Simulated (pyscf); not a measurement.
Optimised with ωB97X-D3(BJ)/def2-SVP in PySCF.

Task: What is the homolytic dissociation enthalpy (298 K, ωB97M-D3(BJ)/def2-TZVP) of the C–O bond of H₃C–CH₂–O–B(OH)–OH, to •H₂C–CH₃ + •O–B(OH)–OH?

Result: C–O to •H₂C–CH₃ + •O–B(OH)–OH: 4.09 eV. The 7 functionals that were run give +3.76 (r²SCAN) to +4.22 eV (M06-2X). The radicals are drawn with the spin at the cut bond; how far it spreads was not checked. Other isomers of •H₂C–CH₃, •O–B(OH)–OH were not searched in full and may lie lower.
